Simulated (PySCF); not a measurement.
# trans-1,2-difluoroethene: calculation and literature

Atom-mapped SMILES (the numbers label the heavy atoms): `[F:1]/[CH:2]=[CH:3]/[F:4]`; H(Xn) means a hydrogen on atom n.

[PySCF 2.14.0 with density-fitted response routines: B3LYP/pcJ-1 coupling constants; coordinates at the GFN2-xTB level; shielding tensors at PBE0/pcSseg-1 (GIAO); gas phase; a single conformation; non-relativistic; equivalent nuclei averaged]

Reference values: measured (G. Saielli, R. Bini, A. Bagno, Computational 19F NMR. 2. Organic compounds, RSC Adv. 2014, ESI (exp. from Berger-Braun-Kalinowski 1994 and Everett 1995)).
```json
{"atoms": "F1/F4", "quantity": "δ ¹⁹F vs CFCl3", "reference": "-186.3", "computed": "-192.7", "computed, scaled": "-182.2"}
```

Reference values: CCSD(T)/13s9p4d3f (gas (isolated, no vibration); M. E. Harding, PhD thesis, Mainz 2008 (Harding, Lenhart, Auer, Gauss, JCP 2008, 128, 244111)).
```
atoms  quantity  reference  computed
F1/F4     σ ¹⁹F      397.7     363.6
```

Absolute shieldings are compared as such; zero-point and thermal motion, absent here, lowers them by some tenths of a ppm for H, a few ppm for C and up to about 10 ppm for F.

Computed shifts are σ(ref) − σ with the named reference compound (TMS for H and C) calculated as an isolated molecule at the same level. The measured values may be among those fitted. Shieldings were converted by a linear fit to measured shifts: ¹⁹F (scatter 6.0 ppm rms, 7.0 ppm with the 5 outliers that the fit left out vs CFCl3, solution or neat liquid, with a term for F on sp3 carbon). Occasional misses reach two or three times the rms, and more in compound classes unlike the fitted ones.

Coupling constants in Hz:
| coupling | reference | computed | source |
| --- | --- | --- | --- |
| ³J(F1,F4) | -132.7 | -176.6 | measured; Jessen and Sauer, arXiv:2312.00705 |

3 of the 8 published NMR values on file for this molecule are compared. The rest: values from further sources, other calculations.
